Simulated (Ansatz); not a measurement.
HS, SMILES `[SH+]` (lower triplet) (charge 1, multiplicity 3). The linear singlet lies higher and needs more than one determinant, so no gap is given.

Cartesian coordinates (Å):
```xyz
2

S      0.6855     0.0000     0.0000
H     -0.6855     0.0000     0.0000
```
Charge +1, spin multiplicity 3.

Frozen-core energies in 6-31g from Ansatz (a quantum-chemistry and plane-wave program) at a geometry from B3LYP-D3(BJ)/def2-TZVP; the HF reference has <S^2> = 2.01 and the T1 diagnostic is 0.008.

```
level  energy (Ha)
-----  -----------
HF      -397.69932
MP2     -397.72613
CCSD    -397.73626
```

Question: Estimate the energies of CCSD(T), CCSDT, CCSDT(Q) and CCSDTQ, and give each level's difference from CCSDTQ.

Answer: 
```json
[
 {"level": "MP2", "energy (Ha)": "-397.72613", "difference from CCSDTQ (mHa)": "10.42"},
 {"level": "CCSD", "energy (Ha)": "-397.73626", "difference from CCSDTQ (mHa)": "0.28"},
 {"level": "CCSD(T)", "energy (Ha)": "-397.73648", "difference from CCSDTQ (mHa)": "0.07"},
 {"level": "CCSDT", "energy (Ha)": "-397.73654", "difference from CCSDTQ (mHa)": "0.00"},
 {"level": "CCSDT(Q)", "energy (Ha)": "-397.73654", "difference from CCSDTQ (mHa)": "0.00"},
 {"level": "CCSDTQ", "energy (Ha)": "-397.73654", "difference from CCSDTQ (mHa)": "0.00"}
]
```
